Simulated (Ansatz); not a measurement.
Width of the whole s-p valence band of cubic BN at several levels of theory

No measured value is used here.

```
level (code)           value (eV)  cell (Å³/atom)
---------------------  ----------  --------------
LDA (Ansatz)                20.07            5.91
PBE (Ansatz)                20.22            5.91
PBE-D3(BJ) (Ansatz)             ?            5.86
r²SCAN (Ansatz)             21.28            5.91
r²SCAN-D4 (Ansatz)          21.41            5.85
HSE06 (Ansatz)                  ?            5.91
Hartree–Fock (Ansatz)       27.34            5.91
```

Q: What belongs in the gaps?

A: 
- PBE-D3(BJ) (Ansatz, a program for electronic structure), value (eV): 20.31
- HSE06 (Ansatz), value (eV): 22.09

Widths are read from band energies on the run's k points.  Values are at the measured cell; PBE-D3(BJ) at the level's own equilibrium cell; r²SCAN-D4 at the level's own relaxed cell. Cutoffs and k meshes differ between the levels. Ansatz's density-functional and Hartree–Fock values are scalar-relativistic unless marked +SOC, with PAW data made under PBE.
